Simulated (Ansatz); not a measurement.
Born–Oppenheimer molecular dynamics of AlClH2 (4 atoms, charge 0, multiplicity 1). It starts from a relaxed structure.

All numbers below come from RKS r2SCAN-D4/def2-TZVP in Ansatz.

* ensemble: NVE (Milne-controlled integrator)
* time step: 1 fs
* steps asked: 500
* starting velocities drawn for: 100 K
* masses: H 10 u
* seed: 648225

First frame:

```xyz
4
Properties=species:S:1:pos:R:3
Al -0.006 0.000 -0.004
H -0.073 0.000 1.569
H 1.323 0.000 -0.848
Cl -1.823 0.000 -1.053
```

How far do the bonds stretch over the last three quarters of this one trajectory? (Pairs bonded in most of those frames.)


```csv
bond,mean (Å),spread (Å),shortest,longest
Al1–H2,1.574,0.025,1.53,1.63
Al1–H3,1.576,0.024,1.52,1.62
Al1–Cl4,2.098,0.013,2.07,2.12
```

Mean temperature of the second half: 49 K. The conserved energy stayed within 0.00051 meV per atom of its start (net change -0.00025 meV per atom), so the integration is sound. Over the second half the temperature averaged 0.49 of the 100 K drawn at the start: a run that starts near a minimum puts about half its kinetic energy into the potential. A run of 0.5 ps of so small a system gives no equilibrium averages.

The run took 8.8 min on 2 threads of Arm Neoverse V2, on a shared host, peak memory 0.13 GiB.
